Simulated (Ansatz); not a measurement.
Results of revPBE in Ansatz (PAW) for pyrite RuS2.

Settings: plane-wave cutoff 520 eV, 6×6×6 k mesh, Fermi–Dirac smearing 0.01 eV, no spin polarisation, scalar-relativistic PAW data made under PBE.

Properties against volume:

Shape and atoms are relaxed at each volume.

```
V (Å³/atom)  P (GPa)  direct gap at Γ (eV)  smallest gap on the k mesh (eV)
-----------  -------  --------------------  -------------------------------
14.607          7.43                 0.849                            0.616
14.911          3.50                 0.843                            0.621
15.216          0.01                 0.839                            0.627
15.520         -3.09                 0.833                            0.632
15.824         -5.83                 0.827                            0.635
```

The fundamental gap (0.62 eV at the equilibrium volume, with added k points) lies elsewhere than Γ–Γ.

Note: the bulk modulus comes from volumes at which shape and atoms were relaxed.

Spin–orbit coupling is not included.

Ansatz is a program for electronic structure.
